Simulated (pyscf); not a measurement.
Elementary routes open to HO–SiH₂–AsH₂ + hydrogen (H₂) in the gas phase (singlet surface):
A. H₃Si–AsH₂ + water (H₂O) (O–Si, H–H broken; H–Si, H–O formed)
B. AsH₃ + silanol (HO–SiH₃) (As–Si, H–H broken; As–H, H–Si formed)

PySCF, gas phase, ωB97X-D3(BJ)/def2-SVP geometries.

Task: Rank the routes by free-energy barrier at 298 K, lowest first, for ωB97M-D3(BJ)/def2-TZVP energies (ideal gas, 1 atm, RRHO with modes under 100 cm⁻¹ raised to 100, one conformer, R ln 2 for chiral ones without a mode under 150 cm⁻¹).

Result: A (60.7 kcal/mol), B (70.1 kcal/mol)

Route A is the fastest of these, ahead of the next by 9.4 kcal/mol. The most stable products are those of B (ΔG = +0.4 kcal/mol), whose barrier is 9.4 kcal/mol higher: the kinetic and the thermodynamic product differ. At 1200 K A is still the fastest. B: On the product side the descent ends in a complex (not fully relaxed), 4.0 kcal/mol under the separated species and 61.6 kcal/mol under the saddle at ωB97X-D3(BJ)/def2-TZVP. Only these routes are compared; each barrier is that of the saddle found, and lower ones may exist. Elements up to Kr have no core potential and no relativistic terms here.
